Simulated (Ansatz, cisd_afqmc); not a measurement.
System: OF, charge 0, doublet. OF (SMILES [O]F, doublet).
B3LYP-D3(BJ)/def2-TZVP minimum from Ansatz (a quantum-chemistry and plane-wave program):
```xyz
2

O      0.0000     0.0000    -0.7142
F      0.0000     0.0000     0.6348
```
Charge 0, spin multiplicity 2.

Total energies in cc-pVTZ, 13 correlated electrons, 2 frozen orbitals. Open shells are spin-unrestricted; no spin-orbit coupling. Correlated methods leave the cores frozen. No relativity. AFQMC/CISD: phaseless, guided by CISD from CCSD amplitudes; bars are statistical, one sigma. Outlying blocks are dropped, and bars are widened where a walk drifts. Over all cases where full CI ran beside it in this data, AFQMC minus full CI had a median of +0.1 mEh and passed +0.4 mEh in a tenth of the cases.

```csv
method,program,energy (Eh),minus CCSDT(Q) (mEh)
HF,Ansatz,-174.19254,479.61
MP2,Ansatz,-174.63947,32.68
CCSD,Ansatz,-174.65395,18.19
CCSD(T),Ansatz,-174.67003,2.12
CCSDT(Q),Ansatz,-174.67215,0.00
AFQMC/CISD,cisd_afqmc,-174.6710 ± 0.0004,1.2 ± 0.4
```

Rough core times of Ansatz's runs on a shared machine: CCSD(T) under 20 s, CCSDT(Q) 2 min.
